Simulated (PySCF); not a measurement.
Sulfur: a sound run and one with changed settings

Sound run: S [Ne] 3s2 3p4, S⁺ [Ne] 3s2 3p3. Calculation: PySCF 2.14, in aug-cc-pVDZ-DK (5s4p2d, 27 functions); the spin-free X2C one-electron Hamiltonian (Gaussian nucleus). In the sound run the correlated levels freeze [Ne]. The sound run starts from symmetry-adapted Hartree-Fock orbitals and uses a fine grid where one is needed.

Changed run: all electrons correlated in a basis built for the valence shell.

```csv
species,method,sound run (hartree),changed run (hartree),converged
S,MP2,-398.66852,-398.67524,yes
S,CCSD(T),-398.69039,-398.69664,yes
S⁺,MP2,-398.30989,-398.31645,yes
S⁺,CCSD(T),-398.32972,-398.33589,yes
```

Ionisation energy of S:

```tsv
method	sound run (eV)	changed run (eV)
UHF	9.207	9.207
MP2	9.759	9.763
SCS-MP2	9.786	9.790
CCSD	9.792	9.793
CCSD(T)	9.814	9.816
```

A valence basis has no tight correlating functions, so it recovers only part of the core correlation, and not evenly between atom and ion.

For comparison, NIST gives 10.360 eV between the lowest levels.
